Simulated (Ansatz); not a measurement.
Reaction (hydrogenolysis of a C–F bond): `OCCCF` + H₂ → `CCCO` + H–F

Calculated with Ansatz (gas phase, PBE0-D4/def2-TZVP geometries, no zero-point term in ΔE). CCSD(T)/CBS adds triple-zeta CCSD(T) − MP2 to the extrapolated MP2 energy (def2 sets, frozen cores). This one scheme is used for every species. DFT in def2-TZVPP. One conformer a species, not always the lowest.

`OCCCF`:

Cartesian coordinates in Å:
```
O -0.387 0.858 -1.969
C -0.391 0.750 -0.560
C 0.328 -0.528 -0.193
C 0.430 -0.738 1.294
F -0.832 -0.875 1.855
H -0.917 1.618 -2.220
H -1.414 0.724 -0.166
H 0.123 1.606 -0.098
H 1.341 -0.500 -0.608
H -0.185 -1.378 -0.651
H 0.913 0.111 1.789
H 0.992 -1.647 1.526
```

H₂:

```xyz
2

H     0.219   -0.281    0.111
H    -0.219    0.281   -0.111
```

`CCCO`:

```xyz
12

C    -1.265   -0.530   -0.666
C    -0.243   -0.273    0.428
C     0.857    0.668   -0.021
O     1.788    0.966    0.997
H    -0.797   -0.971   -1.551
H    -2.045   -1.215   -0.330
H    -1.750    0.399   -0.978
H     0.207   -1.223    0.745
H    -0.727    0.153    1.312
H     1.362    0.255   -0.907
H     0.427    1.629   -0.318
H     2.187    0.142    1.289
```

H–F:

Z-matrix (Å, degrees):
```
F
H 1 0.920
```

CCSD(T)/CBS gives -102.9 kJ/mol.

Another level gave -92.6 kJ/mol. Which?
A. PBE0-D4/def2-TZVPP
B. MP2/def2-TZVPP
C. CCSD/def2-TZVPP
D. ωB97M-V/def2-TZVPP

D. ωB97M-V -92.6, PBE0-D4 -98.0, MP2/def2-TZVPP -106.3, CCSD/def2-TZVPP -102.0 kJ/mol.

Largest T1 diagnostic among the species: 0.010.

From PBE to PBE0 (25 % exact exchange), in def2-TZVPP and without D4, ΔE moves by −6.1 kJ/mol. In def2-TZVPP, CCSD(T) changes the Hartree–Fock value by −4.5 kJ/mol (the triples alone add +1.7 kJ/mol) and MP2 by −10.5 kJ/mol.
